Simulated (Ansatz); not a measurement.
Two structures of CH₄OSi, singlet, reached by relaxing down either side of one saddle point (PBE0-D4/def2-TZVP). Energies are electronic, without zero-point energy. Computed with Ansatz 0.2.0 (basis: def2-TZVPP and def2-QZVPP); correlated methods freeze the cores. Extrapolation: Hartree–Fock as exp(−7.88 √X), correlation as X^−2.97. First:

H1  (0.254, -0.707, 1.147)
Si2  (0.422, -0.878, -0.631)
C3  (-0.569, 0.785, -0.449)
H4  (-0.217, 1.619, -1.111)
O5  (-1.557, 0.950, 0.224)
H6  (-0.073, -1.432, 0.946)
H7  (1.741, -0.336, -0.126)
(Å)

Second:

| atom | x (Å) | y (Å) | z (Å) |
| --- | --- | --- | --- |
| H1 | -1.6335 | 0.0585 | 1.0633 |
| Si2 | 0.8294 | -0.6719 | -0.2082 |
| C3 | -0.3434 | 0.6050 | -0.2347 |
| H4 | -0.2008 | 1.4124 | -0.9494 |
| O5 | -1.5290 | 0.7476 | 0.4003 |
| H6 | 0.7707 | -1.7253 | 0.8290 |
| H7 | 2.1066 | -0.4263 | -0.9003 |

Question: Which bonds change from the first to the second?

Answer: CH₂OSi ([O][CH][SiH]) + H₂ → CH₄OSi ([OH][CH][SiH2]); bonds formed: H1–O5, Si2–H6; bonds broken: H1–Si2, H1–H6.

Question: Give the saddle point's structure and its height above each. (An estimate is asked for; the value comes from the calculation.)

Answer: Computed: 5.37 kcal/mol above the first and 33.51 kcal/mol above the second (CCSD(T) at an estimated basis limit (MP2 extrapolated from triple and quadruple zeta, plus CCSD(T) − MP2 in triple zeta)).
```
7
angstrom
H -0.5061 -0.4966 0.9908
Si 0.6435 -0.9145 -0.7124
C -0.3973 0.6705 -0.4442
H -0.5097 1.4899 -1.1786
O -1.0914 0.7420 0.5780
H -0.0093 -1.2434 0.8794
H 1.8704 -0.2479 -0.1131
```

The T1 diagnostic stays at or below 0.021. The restricted Hartree–Fock reference is unstable towards an unrestricted one at one or more of these structures.

Labels in which every atom is bracketed show which atoms are joined, not bond orders.

For scale, one of the runs: CCSD(T)/def2-TZVPP, 160 basis functions, launched by `ansatz run in.yaml --threads 2 --pin off --events-out ev --progress --plain --max-ram 4352MiB`. Time: 20 s of wall clock on 2 CPU threads; the host was shared. Peak host memory: 1.2 GiB.
